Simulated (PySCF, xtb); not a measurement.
CH, SMILES [CH] (connectivity only; charge and spin as stated), charge +1, multiplicity 1.

Geometry: PBE0-D3(BJ)/def2-TZVPD.

The numbers are results of PySCF 2.14.0 with IEF-PCM-PBE0/def2-TZVPD, not measurements.

The values are the electrostatic part of the solvation free energy, E(continuum) − E(gas) at the gas-phase geometry, in a cavity of scaled van der Waals radii (PySCF's table); cavitation and dispersion terms are not included. In vacuum the orbital gap is 5.37 eV.

Computed values in water (ε = 78.36), acetone (ε = 20.49), acetonitrile (ε = 35.69):
```
solvent           ε  ΔG(elec) (kcal/mol)  gap (eV)
------------  -----  -------------------  --------
water         78.36                -83.2      5.49
acetone       20.49                -80.1      5.48
acetonitrile  35.69                -81.9      5.49
```

For comparison, GFN2-xTB/ALPB(water) (xtb, at the GFN2-xTB geometry, all terms of that model) gives -93.3 kcal/mol.
